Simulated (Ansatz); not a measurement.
Process, species as SMILES: F (HF) → F atom + H atom
B3LYP-D3(BJ)/def2-TZVP geometries, fixed; electronic energies without zero-point terms.

Energies in hartree at PBE with Ansatz (a quantum-chemistry and plane-wave program); the bond dissociation energy is their sum with the coefficients shown, times 627.509 kcal/mol a hartree. All functions are spherical. Open shells are unrestricted. No added dispersion term, no relativity.

| species | coefficient | part | aug-cc-pVDZ | aug-cc-pVTZ | aug-cc-pVQZ |
|---|---|---|---|---|---|
| F (HF) | -1 | PBE | -100.36259 | -100.39140 | -100.39965 |
| F atom | +1 | PBE | -99.63925 | -99.66542 | -99.67312 |
| H atom | +1 | PBE | -0.49922 | -0.49980 | -0.49993 |

**Question.** Predict the bond dissociation energy in aug-cc-pV5Z (X = 5): let each PBE step shrink by the ratio of the last two. Compare with the run.

**Answer.** 
- F (HF): steps -0.02881 and -0.00825, ratio 0.286, so PBE -100.40201 (run: -100.40211).
- F atom: steps -0.02617 and -0.00770, ratio 0.294, so PBE -99.67538 (run: -99.67558).
- H atom: steps -0.00058 and -0.00013, ratio 0.224, so PBE -0.49996 (run: -0.49998).
Predicted 142.24 kcal/mol; the run in aug-cc-pV5Z gives 142.16, a miss of 0.08. Keeping the value in aug-cc-pVQZ, 142.19, would miss by 0.03. All sums are of the energies as printed.
